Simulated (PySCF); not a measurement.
Ionisation energies (eV) were calculated with PySCF 2.14 by MP2 (valence), UHF, PBE, in another order, as differences of total energies without spin-orbit coupling. The measured values are between term centres (NIST).

```csv
species,measured,A,B,C
"He (aug-cc-pVTZ with one added diffuse shell each of s, p, d type, non-relativistic)",24.587,24.379,24.472,23.463
"Mg (aug-cc-pVTZ with one added diffuse shell each of s, p, d, f type, non-relativistic)",7.646,7.253,7.614,6.607
"Si (aug-cc-pV(T+d)Z with one added diffuse shell each of s, p, d, f type, non-relativistic)",8.157,8.051,8.199,7.638
"P (aug-cc-pV(T+d)Z with one added diffuse shell each of s, p, d, f type, non-relativistic)",10.526,10.496,10.494,9.910
"Zr (aug-cc-pVTZ-PP with one added diffuse shell each of s, p, d, f, g type with ECP28MDF, ECP)",6.639,6.113,6.423,5.183
"Rh (aug-cc-pVTZ-PP with one added diffuse shell each of s, p, d, f, g type with ECP28MDF, ECP)",7.479,7.311,7.913,6.313
"Xe (aug-cc-pVTZ-PP with one added diffuse shell each of d, f type with ECP28MDF, ECP)",12.565,12.308,12.328,11.465
"Au (aug-cc-pVTZ-PP with one added diffuse shell each of s, p, d, f, g type with ECP60MDF, ECP)",9.226,9.189,9.539,7.681
```

**Question.** Which column is which method?

**Answer.** A is MP2 (valence) (mean error -0.22 eV); B is PBE (mean error 0.02 eV); C is UHF (mean error -1.07 eV). Valence MP2 in a finite basis recovers only part of the missing correlation, so it stays below experiment on average. PBE, with gradient corrections, lies close to experiment on average, with errors of both signs. Hartree-Fock lacks the correlation of the electron removed and comes out lowest.
